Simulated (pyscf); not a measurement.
## Substitution at C: H₃C–Zn–NH₂ + H• -> CH₄ + [H₂N–Zn]•

Gas phase, doublet surface, charge 0. Bonds broken: C1–Zn2. Bonds formed: C1–H9. Optimised with ωB97X-D3(BJ)/def2-SVP in PySCF.

Transition state (Å):

```xyz
9

C     -0.4555     1.6629     0.3396
Zn    -0.2939    -0.4826     0.5182
N     -0.2244    -2.3243     0.4384
H     -1.5449     1.6725     0.4185
H      0.0076     1.6899    -0.6495
H      0.1456     1.8974     1.2198
H     -0.8794    -2.8550     1.0109
H      0.6850    -2.7747     0.5305
H     -0.5861     3.1863     0.1681
```

One imaginary mode, 1476i cm⁻¹; descent along it reached the two sides named.

| bond | change | reactant side (Å) | saddle | product side |
|---|---|---|---|---|
| C1–Zn2 | breaks | 1.935 | 2.159 | 4.2 |
| C1–H9 | forms | 3.8 | 1.539 | 1.101 |

Electronic energies relative to the separated reactants (kcal/mol):

```tsv
level	barrier	reaction energy	reverse barrier
ωB97X-D3(BJ)/def2-TZVP	19.4	-32.1	51.5
PBE/def2-TZVP	9.4	-34.9	44.3
r²SCAN/def2-TZVP	10.3	-36.0	46.3
B3LYP-D3(BJ)/def2-TZVP	10.7	-38.9	49.6
PBE0-D3(BJ)/def2-TZVP	13.2	-34.8	48.0
M06-2X/def2-TZVP	14.8	-38.1	52.9
ωB97M-D3(BJ)/def2-TZVP	17.3	-35.1	52.4
HF/def2-TZVP	29.3	-40.2	69.5
```

With ωB97M-D3(BJ)/def2-TZVP energies and thermal terms (ideal gas, 1 atm, RRHO with modes under 100 cm⁻¹ raised to 100, one conformer, R ln 2 for rigid chiral ones), in kcal/mol:

| T (K) | ΔH‡ | ΔG‡ | ΔH | ΔG |
|---|---|---|---|---|
| 298 | 18.1 | 24.9 | -30.5 | -31.7 |
| 600 | 17.5 | 32.1 | -32.3 | -32.3 |
| 900 | 17.0 | 39.5 | -34.1 | -31.9 |
| 1200 | 16.6 | 47.1 | -35.7 | -30.9 |

Abstraction by the radical was not located in this set and often lies lower. This is the saddle that the search found; another between the same sides may lie lower. The angle at the attacked C is 178°. Elements up to Kr have no core potential and no relativistic terms here.
